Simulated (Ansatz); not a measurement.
# BH3+ (doublet): from Hartree-Fock to the top rungs at distance B1–H3 = 2.599 Å, aug-cc-pVDZ

How much of the correlation energy of BH3+ (doublet) does each wave-function method recover here?

Program: Ansatz 0.2.0, Gaussian basis. Level of theory: aug-cc-pVDZ, core rule «outside noble gas», up to 1 orbitals frozen. These are calculated values, not measurements.

Plan: UHF; CCSD(T) on ROHF; CCSD(T) on UHF; BCCD(T) on ROHF; CISD; CCSDT(Q) on ROHF; CCSDT(Q) on UHF; CASSCF and MRCISD+Q, 3 electrons in 3 orbitals; CASSCF and NEVPT2, 3 electrons in 3 orbitals; CASSCF and MRCISD+Q, 5 electrons in 7 orbitals; CASSCF and NEVPT2, 5 electrons in 7 orbitals; Full CI.

20 further runs of the same task are left out: 1 for a mislabelled method, 1 for a known fault of the program, 15 that didn't finish, 3 set aside as unsound or not needed.

### 1 The system

The geometry derives from a PBE0/def2-TZVP stationary point (not a proven minimum). One bond is set to the value named and the two fragments are kept rigid.

4 atoms, charge 1, spin multiplicity 2.

Atoms are counted from 1 here; the program's logs count them from 0.

Bond lengths: B1–H2 1.276 Å, B1–H4 1.276 Å. Angles: H2–B1–H4 68.5°.

As a file:

```xyz
4
charge 1, multiplicity 2
B     0.0000    0.0000   -0.0357
H     0.0000    0.7178   -1.0904
H     0.0000    0.0000    2.5633
H     0.0000   -0.7178   -1.0904
```

### 2 UHF

in.yaml

```yaml
crystal:
  periodic: [false, false, false]
  atoms:
    - {symbol: B, position_ang: [0.000000, 0.000000, -0.035663]}
    - {symbol: H, position_ang: [0.000000, 0.717784, -1.090409]}
    - {symbol: H, position_ang: [0.000000, 0.000000, 2.563337]}
    - {symbol: H, position_ang: [0.000000, -0.717784, -1.090409]}
basis:
  gaussian: {orbitals: aug-cc-pVDZ}
total_charge: 1
magnetization: {spin_polarized: true, initial_magnetization: 1}
hamiltonian: {xc: hf}
output: {orbitals: {seedname: orbitals}}
```

Command:

```sh
> ansatz run in.yaml --threads 1 --pin off --events-out ev --progress --plain --max-ram 2393MiB
```

After this run come: CCSD(T) on ROHF; CCSD(T) on UHF; BCCD(T) on ROHF; CISD; CCSDT(Q) on ROHF; CCSDT(Q) on UHF; CASSCF and MRCISD+Q, 3 electrons in 3 orbitals; CASSCF and NEVPT2, 3 electrons in 3 orbitals; CASSCF and MRCISD+Q, 5 electrons in 7 orbitals; CASSCF and NEVPT2, 5 electrons in 7 orbitals; Full CI.

**Question.** What will the summary of the whole plan be? Wanted: FCI below the RHF energy; RMP2 from FCI; UMP2 from FCI; RCCSD from FCI; RCCSD(T) from FCI; UCCSD(T) from FCI; RCCSDT(Q) from FCI; UCCSDT(Q) from FCI; NEVPT2 pair from FCI.

As calculated:

```
                         quantity                                                                                            value
         FCI below the RHF energy                                                                                       -3.4030 eV
                    RMP2 from FCI                                                                                    +139.0 kJ/mol
                    UMP2 from FCI                                                                                     +72.5 kJ/mol
                   RCCSD from FCI                                                                                     +17.6 kJ/mol
                RCCSD(T) from FCI                                                                                      +3.5 kJ/mol
                UCCSD(T) from FCI                                                                                      +6.9 kJ/mol
               RCCSDT(Q) from FCI                                                                                      -0.6 kJ/mol
               UCCSDT(Q) from FCI                                                                                      -0.5 kJ/mol
             NEVPT2 pair from FCI                                                                                     +47.9 kJ/mol
           MRCISD+Q pair from FCI                                                                                      -0.9 kJ/mol
          NEVPT2 valence from FCI                                                                                     +25.7 kJ/mol
levels within 1 kcal/mol (43 meV)  RCCSD(T), RCCSDT, UCCSDT, RCCSDT(Q), UCCSDT(Q), MRCISD+Q pair, MRCISD valence, MRCISD+Q valence
                    T1 diagnostic                                                                                            0.102
   effectively unpaired electrons                                                                                             1.91
```

In words: RCCSD(T) misses by +3.5 kJ/mol, 1.1 % of the correlation energy. CCSD(T) misses by +3.5 kJ/mol on the restricted determinant and by +6.9 kJ/mol on the unrestricted one; the two need not hold the same state or core. RCCSDT(Q), UCCSDT(Q), MRCISD+Q pair fall below full CI: unrestricted runs freeze a spin-polarised core, another one than full CI's, and coupled cluster isn't variational. The occupations show strong static correlation (1.9 unpaired electrons where one determinant has 1). Coupled cluster on one determinant still stays close here. Of the multireference levels listed MRCISD+Q pair comes nearest in total energy (-0.9 kJ/mol), which doesn't show that its space is the better one. Coupled cluster took another determinant than the lowest Hartree-Fock one. These misses are within one basis, not against nature; the frozen cores of restricted and unrestricted runs differ, which can shift their rows.
